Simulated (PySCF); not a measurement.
Compound: 2-chloro-1-propene, C3H5Cl.
Geometry (PBE0-D3(BJ)/def2-TZVP, Å), atoms numbered from 1 in this order:
```
atom  x, y, z in Å
C1     1.3085   -0.0834    0.5172
C2     0.2948    0.2661   -0.2578
C3    -1.1139   -0.1877   -0.1223
Cl4    0.5546    1.3610   -1.5844
H5     2.3094    0.2908    0.3523
H6     1.1411   -0.7649    1.3427
H7    -1.7804    0.6662    0.0210
H8    -1.2139   -0.8635    0.7279
H9    -1.4393   -0.7057   -1.0281
```

Level of theory: PySCF, TDDFT CAM-B3LYP/aug-cc-pVTZ, vertical, gas phase, core orbitals frozen in the response. Isolated species at its PBE0-D3(BJ)/def2-TZVP geometry, gas phase.

Transition dipole moments from the ground state, in atomic units and in the frame of the coordinates above (overall signs are arbitrary), for the states with f of 0.002 or more among the lowest 8:

```json
{"state": "S2", "E (eV)": "6.560", "μx": "0.838", "μy": "-0.466", "μz": "0.868"}
{"state": "S4", "E (eV)": "7.197", "μx": "0.063", "μy": "-0.255", "μz": "-0.197"}
{"state": "S5", "E (eV)": "7.299", "μx": "-0.040", "μy": "0.164", "μz": "0.127"}
{"state": "S7", "E (eV)": "7.780", "μx": "-0.104", "μy": "0.145", "μz": "-0.221"}
{"state": "S8", "E (eV)": "7.918", "μx": "0.305", "μy": "0.025", "μz": "0.065"}
```

**Question.** Work out the oscillator strengths.

**Answer.** f = (2/3) ΔE |μ|² with ΔE in hartree (27.2114 eV).

| state | \|μ\|² (au) | \|μ\| (D) | f |
| --- | --- | --- | --- |
| S2 | 1.671 | 3.29 | 0.269 |
| S4 | 0.108 | 0.84 | 0.019 |
| S5 | 0.045 | 0.54 | 0.008 |
| S7 | 0.080 | 0.72 | 0.015 |
| S8 | 0.098 | 0.80 | 0.019 |

**Question.** Label these states by symmetry in Cs.

**Answer.** Polarised normal to the mirror plane, so A″: S4 and S5. Polarised in the mirror plane, so A′: S2, S7 and S8.

**Question.** Which bond between heavy atoms lies closest to the direction of the S2 transition dipole?

**Answer.** C1–C2, at 10° from it; next C2–Cl4 at 50°.

**Question.** What angle do the transition dipoles of S4 and S8 make?

**Answer.** |cos θ| = |μa·μb| / (|μa| |μb|) = 0.00, so θ ≈ 90° (taken between 0 and 90°, since the signs are arbitrary).

**Question.** How is the summed strength of these states shared among x, y and z?

**Answer.** (2/3) Σ ΔE μα² gives 0.134 for x, 0.055 for y and 0.141 for z, 0.330 in all.

**Question.** What peak molar absorption coefficient would the strongest computed level give as a lone Gaussian band 0.4 eV wide at half height?

**Answer.** ε(max) = 2.175×10⁸ f / FWHM, with the width in cm⁻¹. S2: 2.175×10⁸ × 0.2686 / 3226 ≈ 18000 L mol⁻¹ cm⁻¹.
